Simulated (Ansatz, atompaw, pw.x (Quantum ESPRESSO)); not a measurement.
Li: one change to the PAW (atompaw) potential, in the atom and in the bcc crystal

```json
{
 "Element": "Li",
 "Generator": "atompaw 4.2.0.5",
 "Type": "PAW",
 "Functional": "LDA (PW92)",
 "Relativity": "scalar-relativistic",
 "Frozen core": "none",
 "Valence charge": "3",
 "Reference configuration": "1s2 2s1 2p0",
 "Partial waves": "1s (bound): rc 0.70 bohr; 2s (bound): rc 3.00 bohr; 2p (bound, empty): rc 3.00 bohr; 2p channel at 1.95 Ry: rc 3.00 bohr; 3d channel at -0.05 Ry: rc 3.00 bohr",
 "Local potential": "bessel scheme, radius 2.10 bohr",
 "Core correction": "none",
 "Augmentation charge": "besselshape compensation charge, radius 2.85 bohr; PAW radius 3.00 bohr; waves and projectors: custom rrkj vanderbiltortho"
}
```

Change: core [He], valence charge 1; reference 2s1 2p0; waves now 2s (bound): rc 3.00 bohr; 2s channel at 2.5 Ry: rc 3.00 bohr; 2p (bound): rc 3.00 bohr; 2p channel at 4.55 Ry: rc 3.00 bohr; 3d channel at -0.2 Ry: rc 3.00 bohr; local potential bessel scheme, radius 2.05 bohr; core correction smooth core density matched at 1.55 bohr; augmentation besselshape compensation charge, radius 2.30 bohr; PAW radius 3.00 bohr; waves and projectors: custom rrkj vanderbiltortho.

Cutoffs, loose and tight: the cutoffs (Ry, on a coarse ladder) from which the occupation-weighted sum of valence levels, in a spherical-Bessel basis at the reference potential, stays within 10 and 1 mRy of its value at 400 Ry. They see the waves and projectors alone, not the compensation charge or the core.

Crystal test: bcc Li in pw.x 7.5, no spin, 14³ k-points, Fermi–Dirac smearing 0.01 Ry, cutoffs set for each file from its atomic test. The reference is all-electron LAPW (Ansatz 0.2.0) with the same functional, mesh and smearing; V0 and B0 come from Birch–Murnaghan fits to the pressures at five volumes. Errors are pseudo minus all-electron; Δ is the rms difference of the E(V) curves that follow from these fits, minima aligned, over ±6 % about the mean V0. Mesh and smearing are coarse, so the numbers serve the comparison and aren't converged zero-temperature values; the lattice is a test structure that the element need not adopt.

All-electron: a0 = 3.366 Å (V0 = 19.06 Å³/atom), B0 = 15.0 GPa.

Problem. Does the change bring the crystal closer to the all-electron result?

Solution. The mean pressure error goes from -0.23 to +1.81 GPa, so the change moves the solid further from the all-electron pressures.

| quantity | base | changed |
| --- | --- | --- |
| outcome (atom) | generated | generated |
| cutoff, loose (atom) | 90 Ry | 6 Ry |
| cutoff, tight (atom) | 120 Ry | 6 Ry |
| bound ghosts (atom) | none | none |
| cutoffs in pw.x (Ry) | 145/900 | 40/400 |
| a0 (Å) | 3.348 | – |
| a0 error (%) | -0.51 | – |
| B0 error (%) | +2.4 | – |
| Δ (meV/atom) | 1.0 | – |
| mean pressure error (GPa) | -0.23 | +1.81 |

A dash: not determined, or the minimum lies outside the volumes sampled.

Base: The largest radius (3.00 bohr) exceeds half the bond length (2.76 bohr), so the spheres overlap, which is one possible source of error among others. This is a poor potential for the solid. Changed file: The largest radius (3.00 bohr) exceeds half the bond length (2.76 bohr), so the spheres overlap, which is one possible source of error among others. This is a poor potential for the solid. The atomic cutoffs weigh occupied waves only.
